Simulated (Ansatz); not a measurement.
AlS, SMILES `[Al]=[S]` radical at its PBE0-D4/def2-TZVP geometry, where that method's forces vanish. The species carries charge 0 and has multiplicity 2.

```xyz
2

Al   -0.4339   -0.3489    0.8495
S     0.4339    0.3489   -0.8495
```

Task: What forces (eV/Å) does r2SCAN-D4/def2-TZVPP give on these atoms in Ansatz? (An estimate is asked.)

Result: Computed: 
```
Al1  0.003  0.002 -0.005
S2  -0.003 -0.002  0.005
```
